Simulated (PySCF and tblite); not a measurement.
The numbers below are computed, except where a source is named.
System: CH₄S₂, numbered as in [CH3:1][S:2][SH:3].

Geometries: PBE0-D3(BJ)/def2-SVP; energies: PBE0/pcSseg-2 + D3(BJ); zero-point and thermal terms from GFN2-xTB harmonic modes (soft modes blended into free rotors). Rates follow Eyring's equation with the number of equivalent paths and no tunnelling. Run with tblite and PySCF.

(1) How high is the barrier to the rotation about the S2–S3 bond (torsion C1–S2–S3–H from 88° to 272°, rising), through which structure does it pass, and what rate follows at 298 K?

Answers

(1) The electronic barrier is 6.2 kcal/mol and ΔG‡(298 K) 6.2 kcal/mol, over a Cs saddle with an imaginary mode of 176i cm⁻¹ (GFN2-xTB). With 1 equivalent path, k is 1.9×10⁸ s⁻¹, a mean lifetime of the start of 5.3 ns against this motion.
